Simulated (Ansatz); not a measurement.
Consider the isomerisation: `C#CCOCC` → `C=C(C)C(C)=O`.

Program: Ansatz. Geometries: PBE0-D4/def2-TZVP. ΔE: electronic, gas phase. CCSD(T)/CBS adds triple-zeta CCSD(T) − MP2 to the extrapolated MP2 energy (def2 sets, frozen cores). DFT in def2-TZVPP. One conformer a species, not always the lowest.

`C#CCOCC`:

```xyz
14

C     2.794   -0.179    1.035
C     2.028    0.294    0.241
C     1.094    0.868   -0.726
O    -0.051    0.090   -0.941
C    -0.897    0.014    0.188
C    -2.096   -0.823   -0.173
H     3.476   -0.600    1.736
H     1.591    0.962   -1.695
H     0.820    1.882   -0.395
H    -1.204    1.029    0.485
H    -0.354   -0.427    1.034
H    -2.775   -0.897    0.679
H    -2.639   -0.382   -1.011
H    -1.787   -1.831   -0.457
```

`C=C(C)C(C)=O`:

Z-matrix (Å, degrees):
```
C
C 1 1.492
H 1 1.092 2 110.6
H 1 1.090 2 111.1 3 -121.4
H 1 1.092 2 110.6 3 117.2
C 2 1.493 1 115.6 3 -58.7
C 2 1.333 1 123.3 3 121.3
C 6 1.507 2 119.7 1 180.0
O 6 1.211 2 119.6 1 -0.0
H 7 1.083 2 122.2 1 180.0
H 7 1.085 2 121.2 1 0.0
H 8 1.093 6 111.0 2 59.8
H 8 1.088 6 108.6 2 -179.9
H 8 1.092 6 111.0 2 -59.6
```

```json
{"level": "r2SCAN-D4", "ΔE (kJ/mol)": "-198.8", "difference from CCSD(T)/CBS": "-17.6"}
{"level": "PBE0-D4", "ΔE (kJ/mol)": "-195.8", "difference from CCSD(T)/CBS": "-14.6"}
{"level": "ωB97X-V", "ΔE (kJ/mol)": "-188.1", "difference from CCSD(T)/CBS": "-6.9"}
{"level": "r2SCAN", "ΔE (kJ/mol)": "-198.1", "difference from CCSD(T)/CBS": "-16.9"}
{"level": "PBE0", "ΔE (kJ/mol)": "-193.0", "difference from CCSD(T)/CBS": "-11.8"}
{"level": "HF/def2-TZVPP", "ΔE (kJ/mol)": "-178.4", "difference from CCSD(T)/CBS": "2.8"}
{"level": "MP2/def2-TZVPP", "ΔE (kJ/mol)": "-179.0", "difference from CCSD(T)/CBS": "2.2"}
{"level": "SCS-MP2/def2-TZVPP", "ΔE (kJ/mol)": "-176.2", "difference from CCSD(T)/CBS": "5.0"}
{"level": "HF/def2-QZVPP", "ΔE (kJ/mol)": "-178.5", "difference from CCSD(T)/CBS": "2.7"}
{"level": "SCS-MP2/def2-QZVPP", "ΔE (kJ/mol)": "-175.3", "difference from CCSD(T)/CBS": "5.9"}
{"level": "CCSD(T)/CBS", "ΔE (kJ/mol)": "-181.2", "difference from CCSD(T)/CBS": "0"}
```

Largest T1 diagnostic among the species: 0.013.

The D4 term adds −5.7 kJ/mol with B3LYP and −2.8 kJ/mol with PBE0; it sums over pairs of atoms, weighted by their polarisabilities, and B3LYP, whose exchange is more repulsive, gets the larger term.

B3LYP here is the variant with VWN-RPA as its local correlation; programs differ in this.
